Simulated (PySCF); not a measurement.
Continuum solvent and chemical shifts

Bonds (- single, = double, # triple, : aromatic): C1-N2, N2:N3, N3:C4, C4:C5, C5:N6, N6:N2. C1 carries H7, H8, H9; C4 carries H10; C5 carries H11.

GIAO PBE0/pcSseg-1 in PySCF 2.14.0 with density-fitted response routines on one PBE0-D3(BJ)/def2-SVP conformer, non-relativistic, equivalent nuclei averaged. Solvents enter as an IEF-PCM continuum (chloroform with ε = 4.7, dimethylsulfoxide with ε = 46.8) around the gas-phase geometry. Shifts are referred to TMS computed in the same medium.

In chloroform, δ in ppm: C4/C5 139.3, C1 42.3, H10/H11 7.69, H7/H8/H9 4.16. Dipole moment 0.56 D.

Problem. How does each δ change in the more polar medium?

Solution. 
| atoms | environment | Δδ, dimethylsulfoxide |
| --- | --- | --- |
| C4/C5 | aromatic CH next to a ring nitrogen | +0.7 |
| C1 | methyl carbon bonded to N | +0.4 |
| H10/H11 | hydrogen on an aromatic CH next to a ring nitrogen | +0.08 |
| H7/H8/H9 | hydrogen on a methyl carbon bonded to N | +0.04 |

Changes are relative to chloroform. The dipole moment becomes 0.54 D in dimethylsulfoxide.

Problem. Which nuclei move most (in ppm), and what does the model miss?

Solution. C4/C5 (aromatic CH next to a ring nitrogen, +0.7 ppm) in dimethylsulfoxide. A continuum only polarises the solute; specific hydrogen bonds, the anisotropy of aromatic solvents and changes of geometry or conformer are outside it.
